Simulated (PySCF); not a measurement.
Geometries of 2 isomers of C3H6O2, from PBE0-D3(BJ)/def2-SVP geometry optimisation, gas phase (PySCF). One conformer each, no zero-point energy, no frequencies.

Question: Which is lower in electronic energy at this level?
A.
```xyz
11
angstrom
O     -1.920   -0.503   -0.723
C     -0.806   -0.754    0.085
C     -0.002    0.495    0.305
C      1.458    0.503    0.249
O      0.691    0.948   -0.847
H     -1.587   -0.111   -1.539
H     -0.143   -1.532   -0.346
H     -1.179   -1.136    1.048
H     -0.516    1.292    0.862
H      1.998   -0.443    0.102
H      2.016    1.279    0.787
```
B.
```xyz
11
angstrom
C      1.808    0.321    0.160
O      0.447    0.262    0.547
C     -0.405   -0.185   -0.387
C     -1.812   -0.217    0.134
O     -0.056   -0.519   -1.488
H      1.944    0.991   -0.702
H      2.359    0.704    1.027
H      2.182   -0.675   -0.118
H     -2.497   -0.489   -0.676
H     -2.084    0.761    0.555
H     -1.887   -0.954    0.948
```

Answer: B. That is `O(C(=O)C)C` (methyl acetate), 41.5 kcal/mol below the other.

```json
{"SMILES": "COC(C)=O", "atoms numbered as above": "[CH3:1][O:2][C:3]([CH3:4])=[O:5]", "E (Eh)": "-267.89376", "relative (kcal/mol)": "0.0", "relative (kJ/mol)": "0.0", "dipole (D)": "1.80"}
{"SMILES": "OC[C@H]1CO1", "atoms numbered as above": "[OH:1][CH2:2][C@H:3]1[CH2:4][O:5]1", "E (Eh)": "-267.82765", "relative (kcal/mol)": "41.5", "relative (kJ/mol)": "173.6", "dipole (D)": "1.94"}
```

As drawn, the lower has a C=O bond and a C(=O)–O unit, which the higher lacks; the higher has a three-membered ring and an O–H bond, which the lower lacks.
